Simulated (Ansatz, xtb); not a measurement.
## Relative energy of two isomers of C2H6S

We compare X, `CSC`, a singlet, with Y, `CCS`, a singlet. Both are isolated molecules in the gas phase, relaxed with PBE0-D4/def2-TZVP; the shapes shown needn't be the lowest conformers.

X (Å):

```xyz
9

C    -0.4135   -1.5206    1.4514
C    -1.1042   -2.4475   -1.0315
S     0.2461   -1.5898   -0.2168
H    -1.3474   -0.9557    1.4843
H    -0.5757   -2.5224    1.8544
H     0.3259   -1.0103    2.0696
H    -2.0308   -1.8728   -0.9721
H    -0.8288   -2.5597   -2.0806
H    -1.2591   -3.4394   -0.6020
```

Y (Å):

```yaml
atoms:
  - { symbol: C, position_ang: [-1.5482, -2.0376, 0.7963] }
  - { symbol: C, position_ang: [-0.4212, -1.4813, -0.0478] }
  - { symbol: S, position_ang: [0.9664, -2.6250, -0.2772] }
  - { symbol: H, position_ang: [-2.3291, -1.2847, 0.9390] }
  - { symbol: H, position_ang: [-2.0052, -2.9065, 0.3169] }
  - { symbol: H, position_ang: [-1.1844, -2.3496, 1.7767] }
  - { symbol: H, position_ang: [-0.7785, -1.1537, -1.0258] }
  - { symbol: H, position_ang: [0.0305, -0.6103, 0.4332] }
  - { symbol: H, position_ang: [0.2785, -3.5823, -0.9204] }
```

Energies in hartree; the thermal terms are from PBE0-D4/def2-TZVP harmonic frequencies (ideal gas, rigid rotor, one conformer each, 298.15 K, 1 atm) and include the zero-point energy:

|  | X | Y |
| --- | --- | --- |
| E, CCSD(T)/def2-TZVP | −477.383545 | −477.386293 |
| zero-point energy | 0.075711 | 0.074959 |
| H(298 K) − E | 0.081513 | 0.080555 |
| G(298 K) − E | 0.049387 | 0.048277 |

**Question.** Work out ΔE, ΔE₀, ΔH and ΔG for X → Y in kcal/mol (1 Eh = 627.51 kcal/mol) and the equilibrium ratio [Y]/[X].

**Answer.** 1. ΔE = −477.386293 − (−477.383545) = −0.002748 Eh = −1.72 kcal/mol.
2. ΔE₀ = ΔE + ΔZPE = −0.002748 + (−0.000752) Eh = −2.20 kcal/mol.
3. ΔH = ΔE + (−0.000958) Eh = −2.33 kcal/mol.
4. ΔG = ΔE + (−0.001110) Eh = −2.42 kcal/mol, so ΔS = (ΔH − ΔG)/T = +1.3 J/(mol K).
5. kT = 0.9442 mEh, so K = [Y]/[X] = exp(−ΔG/kT) = exp(+4.09) ≈ 60.

Structure Y is favoured at this temperature. An error of 1 kcal/mol in ΔG would change K by a factor of 5.4. HF/STO-3G gave ΔE the other sign. Mirror images and further conformers aren't counted.

As drawn, Y has 1 C–C, 1 S–H in place of 1 C–S, 1 C–H.

Other levels gave ΔE = −4.2 (GFN2-xTB); +4.0 (HF/STO-3G, GFN2-xTB geometries); −3.3 (r2SCAN-D4/def2-SVP, GFN2-xTB geometries); −1.2 (PBE0-D4/def2-TZVP); −1.8 (HF/def2-TZVP); −1.3 (MP2/def2-TZVP) kcal/mol. The correlated steps freeze 7 core orbitals. Programs: Ansatz 0.2.0, xtb 6.7.1.
